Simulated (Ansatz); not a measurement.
**Si2H+ (SMILES [Si+]#[SiH]): functionals against CCSD(T) at one geometry**

An exercise on one series of results from a longer session: the logs are not shown, and one member is left open.

The runs use Ansatz 0.2.0, Gaussian basis; single points in def2-TZVPP.

Cores are frozen in the correlated methods.

## The starting structure

SMILES `[Si+]#[SiH]`, 3 atoms, charge 1, spin multiplicity 1.

Atoms are counted from 1 here; the program's logs count them from 0.

Bond lengths: Si1–Si2 2.226 Å, Si2–H3 1.493 Å. Angles: Si1–Si2–H3 174.5°.

As a file:

```
Si   -1.60343    0.79551   -0.82064
Si    0.21882   -0.10761    0.08348
H     1.35263   -0.80103    0.76262
```

Set-up of the first run:

Contents of run/in.yaml:

```yaml
crystal:
  periodic: [false, false, false]
  atoms:
    - {symbol: Si, position_ang: [-1.603432, 0.795506, -0.820641]}
    - {symbol: Si, position_ang: [0.218818, -0.107613, 0.083481]}
    - {symbol: H, position_ang: [1.352629, -0.801026, 0.762623]}
basis:
  gaussian: {orbitals: def2-TZVPP}
total_charge: 1
hamiltonian: {xc: pbe, dispersion: d4}
output: {forces: true}
```

On the command line:

```sh
$ ansatz run in.yaml --threads 2 --pin off --events-out ev --progress --plain --max-ram 3481MiB
```

Among the steps run: PBE-D4/def2-TZVPP; r2SCAN-D4/def2-TZVPP; PBE0-D4/def2-TZVPP; wB97M-V/def2-TZVPP; CCSD(T)/def2-TZVPP.

One of the session's tables, all rows but one given; the rest of the session is left out.

| method | RMS force component (eV/Å) | angle to CCSD(T) forces (°) |
| --- | --- | --- |
| PBE-D4 | 0.443 | 17.9 |
| r2SCAN-D4 | 0.385 | 5.3 |
| PBE0-D4 | 0.321 | 4.4 |
| wB97M-V | ? | ? |
| CCSD(T) | 0.475 | reference |

**Question.** Estimate the row for wB97M-V.

As computed: RMS force component (eV/Å): 0.303; angle to CCSD(T) forces (°): 15.0. In the column «RMS force component (eV/Å)» it is the lowest.

To keep in mind: CCSD(T) in triple zeta still lacks some correlation energy of the bonds, so part of these gaps is its own basis error and they don't rank the functionals.
